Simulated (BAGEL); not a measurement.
# CH6N2 (methylhydrazine) at 3 levels

Aim: a comparison of 3 runs (HF/6-31G**, HF/def2-SVP, PBE0/def2-SVP) of CH6N2 (methylhydrazine). 

Program for the calculation: BAGEL 1.2.2.

4 further runs of the same task are left out: 1 that didn't finish, 3 set aside as unsound or not needed.

## (1) The structure to begin with

CH6N2: 9 atoms, total charge 0, spin state singlet. As SMILES, `CNN`. The shape is that of a PBE0-D4/def2-TZVP optimisation. This is one conformer, not always the lowest.

Bond lengths: C1–N2 1.445 Å, N2–N3 1.412 Å, C1–H4 1.102 Å, C1–H5 1.093 Å, C1–H6 1.091 Å, N2–H7 1.015 Å, N3–H8 1.017 Å, N3–H9 1.011 Å. Some angles: C1–N2–N3 110.6°, C1–N2–H7 109.7°, N3–N2–H7 111.5°, N2–C1–H4 114.0°, N2–C1–H5 108.8°, N2–C1–H6 109.0°, N2–N3–H8 112.5°, N2–N3–H9 108.7°, H4–C1–H5 108.3°, H4–C1–H6 107.9°.

## (2) The energy at HF/6-31G(d,p) (spherical functions) (run 1)

input.json

```json
{ "bagel": [

{
  "title": "molecule",
  "basis": "6-31gss.json",
  "df_basis": "svp-jkfit",
  "angstrom": false,
  "geometry": [
    { "atom": "C", "xyz": [ -1.19487383,  1.46038035, -0.78782682 ] },
    { "atom": "N", "xyz": [  1.16596102,  0.32956824, -0.01322808 ] },
    { "atom": "N", "xyz": [  0.73113504, -1.65936851,  1.71058009 ] },
    { "atom": "H", "xyz": [ -2.53109917,  0.12037555, -1.65728981 ] },
    { "atom": "H", "xyz": [ -0.79973210,  2.96006700, -2.15145319 ] },
    { "atom": "H", "xyz": [ -2.11441456,  2.29223779,  0.85925847 ] },
    { "atom": "H", "xyz": [  2.12877648, -0.27741180, -1.55770124 ] },
    { "atom": "H", "xyz": [  0.31161584, -3.31665832,  0.83072360 ] },
    { "atom": "H", "xyz": [  2.30263128, -1.90919030,  2.76693699 ] }
  ]
},
{
  "title": "hf",
  "df": false
},
{
  "title": "print",
  "file": "orbitals.molden",
  "orbitals": true
}

]}
```

The basis set 6-31G** is read from a file made from the Basis Set Exchange's data (not shown).

On the command line:

```bash
$ BAGEL_NUM_THREADS=1 BAGEL input.json > input.out
```

The log of the run:

```text
* using 1 threads per process

  ===============================================================
  ===============================================================

  *** Geometry ***

  { "atom" : "C", "xyz" : [     -1.194874,      1.460380,     -0.787827 ] },
  { "atom" : "N", "xyz" : [      1.165961,      0.329568,     -0.013228 ] },
  { "atom" : "N", "xyz" : [      0.731135,     -1.659369,      1.710580 ] },
  { "atom" : "H", "xyz" : [     -2.531099,      0.120376,     -1.657290 ] },
  { "atom" : "H", "xyz" : [     -0.799732,      2.960067,     -2.151453 ] },
  { "atom" : "H", "xyz" : [     -2.114415,      2.292238,      0.859258 ] },
  { "atom" : "H", "xyz" : [      2.128776,     -0.277412,     -1.557701 ] },
  { "atom" : "H", "xyz" : [      0.311616,     -3.316658,      0.830724 ] },
  { "atom" : "H", "xyz" : [      2.302631,     -1.909190,      2.766937 ] },

  Number of auxiliary basis functions:      337

  Since a DF basis is specified, we compute 2- and 3-index integrals:
    o Being stored without compression. Storage requirement is 0.014 GB

  Number of basis functions:       72
  Number of electrons      :       26

    * METHOD: MOLECULE                             0.20

  *** RHF ***

  === Nuclear Repulsion ===
    84.5634797711

      * DIIS with orbital gradients will be used.

  === RHF iteration (6-31gss.json) ===
      0       -140.17692074          0.04346263           0.56
      1       -148.87190013          0.06438798           0.58
      2       -149.99950972          0.02569919           0.48
      3       -150.18428739          0.00948848           0.48
      4       -150.21078899          0.00311156           0.47
      5       -150.21419804          0.00047829           0.47
      6       -150.21431591          0.00007346           0.46
      7       -150.21432094          0.00003180           0.45
      8       -150.21432166          0.00001191           0.44
      9       -150.21432178          0.00000329           0.44
     10       -150.21432179          0.00000095           0.42
     11       -150.21432179          0.00000024           0.43
     12       -150.21432179          0.00000010           0.40
     13       -150.21432179          0.00000003           0.39
     14       -150.21432179          0.00000001           0.56
     15       -150.21432179          0.00000000           0.46
    * SCF iteration converged.

    * Permanent dipole moment:
           (   -0.213154,     0.537519,     0.564653) a.u.

    * METHOD: HF                                   7.69

    * METHOD: PRINT                                0.02

  ===============================================================
```

It took 8.4 s on 1 thread of Intel Xeon Platinum 8259CL at 2.50GHz (Skylake/Cascade Lake), shared host; peak memory 0.14 GiB.

## (3) A single-point energy at HF/def2-SVP (run 2)

hf.json

```json
{ "bagel" : [

{
  "title" : "molecule",
  "basis" : "svp",
  "df_basis" : "qzvpp-jkfit",
  "geometry" : [
    { "atom" : "C", "xyz" : [    -1.19487383,     1.46038035,    -0.78782682 ] },
    { "atom" : "N", "xyz" : [     1.16596102,     0.32956824,    -0.01322808 ] },
    { "atom" : "N", "xyz" : [     0.73113504,    -1.65936851,     1.71058009 ] },
    { "atom" : "H", "xyz" : [    -2.53109917,     0.12037555,    -1.65728981 ] },
    { "atom" : "H", "xyz" : [    -0.79973210,     2.96006700,    -2.15145319 ] },
    { "atom" : "H", "xyz" : [    -2.11441456,     2.29223779,     0.85925847 ] },
    { "atom" : "H", "xyz" : [     2.12877648,    -0.27741180,    -1.55770124 ] },
    { "atom" : "H", "xyz" : [     0.31161584,    -3.31665832,     0.83072360 ] },
    { "atom" : "H", "xyz" : [     2.30263128,    -1.90919030,     2.76693699 ] }
  ]
},

{
  "title" : "hf",
  "df" : false
},

{
  "title" : "print",
  "file" : "orbitals.molden",
  "orbitals" : true
}

]}
```

On the command line:

```bash
$ BAGEL_NUM_THREADS=1 BAGEL hf.json > hf.out
```

The log of the run:

```text
* using 1 threads per process

  ===============================================================
  ===============================================================

  *** Geometry ***

  { "atom" : "C", "xyz" : [     -1.194874,      1.460380,     -0.787827 ] },
  { "atom" : "N", "xyz" : [      1.165961,      0.329568,     -0.013228 ] },
  { "atom" : "N", "xyz" : [      0.731135,     -1.659369,      1.710580 ] },
  { "atom" : "H", "xyz" : [     -2.531099,      0.120376,     -1.657290 ] },
  { "atom" : "H", "xyz" : [     -0.799732,      2.960067,     -2.151453 ] },
  { "atom" : "H", "xyz" : [     -2.114415,      2.292238,      0.859258 ] },
  { "atom" : "H", "xyz" : [      2.128776,     -0.277412,     -1.557701 ] },
  { "atom" : "H", "xyz" : [      0.311616,     -3.316658,      0.830724 ] },
  { "atom" : "H", "xyz" : [      2.302631,     -1.909190,      2.766937 ] },

  Number of auxiliary basis functions:      337

  Since a DF basis is specified, we compute 2- and 3-index integrals:
    o Being stored without compression. Storage requirement is 0.014 GB

  Number of basis functions:       72
  Number of electrons      :       26

    * METHOD: MOLECULE                             0.24

  *** RHF ***

  === Nuclear Repulsion ===
    84.5634797711

      * DIIS with orbital gradients will be used.

  === RHF iteration (svp) ===
      0       -140.02146949          0.04895756           0.40
      1       -147.20438883          0.08970534           0.40
      2       -149.79802020          0.02990424           0.39
      3       -150.01818591          0.01526588           0.41
      4       -150.08066855          0.00664452           0.39
      5       -150.09504673          0.00094267           0.38
      6       -150.09541967          0.00016207           0.38
      7       -150.09543853          0.00006012           0.38
      8       -150.09544080          0.00002092           0.37
      9       -150.09544113          0.00000649           0.37
     10       -150.09544117          0.00000189           0.36
     11       -150.09544117          0.00000063           0.35
     12       -150.09544117          0.00000026           0.35
     13       -150.09544117          0.00000010           0.38
     14       -150.09544117          0.00000004           0.40
     15       -150.09544117          0.00000001           0.32
     16       -150.09544117          0.00000001           0.30
    * SCF iteration converged.

    * Permanent dipole moment:
           (   -0.210408,     0.531604,     0.555923) a.u.

    * METHOD: HF                                   6.52

    * METHOD: PRINT                                0.01

  ===============================================================
```

Wall time 7.2 s (1 thread of Intel Xeon Platinum 8259CL at 2.50GHz (Skylake/Cascade Lake), shared host); peak memory 0.08 GiB.

## (4) A single-point energy at PBE0/def2-SVP (density fitting with qzvpp-jkfit) (run 3)

job.json

```json
{ "bagel" : [

{
  "title" : "molecule",
  "basis" : "svp",
  "df_basis" : "qzvpp-jkfit",
  "angstrom" : true,
  "geometry" : [
    { "atom" : "C", "xyz" : [      -0.632300,       0.772800,      -0.416900 ] },
    { "atom" : "N", "xyz" : [       0.617000,       0.174400,      -0.007000 ] },
    { "atom" : "N", "xyz" : [       0.386900,      -0.878100,       0.905200 ] },
    { "atom" : "H", "xyz" : [      -1.339400,       0.063700,      -0.877000 ] },
    { "atom" : "H", "xyz" : [      -0.423200,       1.566400,      -1.138500 ] },
    { "atom" : "H", "xyz" : [      -1.118900,       1.213000,       0.454700 ] },
    { "atom" : "H", "xyz" : [       1.126500,      -0.146800,      -0.824300 ] },
    { "atom" : "H", "xyz" : [       0.164900,      -1.755100,       0.439600 ] },
    { "atom" : "H", "xyz" : [       1.218500,      -1.010300,       1.464200 ] }
  ]
},

{
  "title" : "ks",
  "xc_func" : "pbe0",
  "charge" : 0
},

{
  "title" : "print",
  "file" : "orbitals.molden",
  "orbitals" : true
}

]}
```

On the command line:

```bash
$ BAGEL_NUM_THREADS=1 BAGEL job.json > job.out
```

The log of the run:

```text
* using 1 threads per process

  ===============================================================
  ===============================================================

  *** Geometry ***

  { "atom" : "C", "xyz" : [     -1.194874,      1.460380,     -0.787827 ] },
  { "atom" : "N", "xyz" : [      1.165961,      0.329568,     -0.013228 ] },
  { "atom" : "N", "xyz" : [      0.731135,     -1.659369,      1.710580 ] },
  { "atom" : "H", "xyz" : [     -2.531099,      0.120376,     -1.657290 ] },
  { "atom" : "H", "xyz" : [     -0.799732,      2.960067,     -2.151453 ] },
  { "atom" : "H", "xyz" : [     -2.114415,      2.292238,      0.859258 ] },
  { "atom" : "H", "xyz" : [      2.128776,     -0.277412,     -1.557701 ] },
  { "atom" : "H", "xyz" : [      0.311616,     -3.316658,      0.830724 ] },
  { "atom" : "H", "xyz" : [      2.302631,     -1.909190,      2.766937 ] },

  Number of auxiliary basis functions:      337

  Since a DF basis is specified, we compute 2- and 3-index integrals:
    o Being stored without compression. Storage requirement is 0.014 GB

  Number of basis functions:       72
  Number of electrons      :       26

    * METHOD: MOLECULE                             0.25

  *** Kohn-Sham DFT ***

    * Removing 16048 points whose weight is below 1.00e-10
    * Grid points: 118106

  === Nuclear Repulsion ===
    84.5634797441

       - DIIS with orbital gradients will be used.

  === KS iteration (pbe0 / svp) ===
      0       -126.84902155          0.14338297           0.44
      1       -118.66287312          0.16874014           0.51
      2       -121.07991499          0.17258707           0.44
      3       -146.84599919          0.10628752           0.44
      4       -150.13159479          0.04701866           0.42
      5       -150.75233850          0.01976760           0.45
      6       -150.81138448          0.01483336           0.44
      7       -150.86957859          0.00636309           0.47
      8       -150.88178798          0.00077887           0.44
      9       -150.88192584          0.00029263           0.46
     10       -150.88194769          0.00002190           0.44
     11       -150.88194784          0.00000705           0.46
     12       -150.88194785          0.00000177           0.42
     13       -150.88194785          0.00000045           0.54
     14       -150.88194785          0.00000038           0.64
     15       -150.88194785          0.00000003           0.65
     16       -150.88194785          0.00000001           0.64
    * SCF iteration converged.

    * Permanent dipole moment:
           (   -0.243388,     0.523822,     0.513206) a.u.

    * METHOD: KS                                   9.42

    * METHOD: PRINT                                0.02

  ===============================================================
```

Wall time 10 s (1 thread of Intel Xeon Platinum 8259CL at 2.50GHz (Skylake/Cascade Lake), shared host); peak memory 0.38 GiB.

## (5) All runs side by side

| run | level | integral approximation | energy (Eh) | dipole moment (D) | HOMO energy (eV) | LUMO energy (eV) | wall time |
| --- | --- | --- | --- | --- | --- | --- | --- |
| 1 | HF/6-31G** (spherical functions) | none | -150.214322 | 2.05 | -10.18 | 6.01 | 8.4 s |
| 2 | HF/def2-SVP | none | -150.095441 | 2.03 | -10.23 | 4.74 | 7.2 s |
| 3 | PBE0/def2-SVP (density fitting with qzvpp-jkfit) | qzvpp-jkfit | -150.881948 | 1.96 | -6.30 | 1.75 | 10 s |

## (6) Summary of results

```
            quantity          value
 run 3: total energy  -150.88195 Eh
run 3: dipole moment         1.96 D
  run 3: HOMO energy       -6.30 eV
  run 3: LUMO energy        1.75 eV
run 3: HOMO–LUMO gap        8.05 eV
```

What this shows: The dipole moment (its size) runs from 1.96 D (PBE0/def2-SVP) to 2.05 D (HF/6-31G**). The two ends differ in method and basis. The HOMO–LUMO gap runs from 8.05 eV (PBE0/def2-SVP) to 16.19 eV (HF/6-31G**). All runs together took 26 s, the longest 10 s.
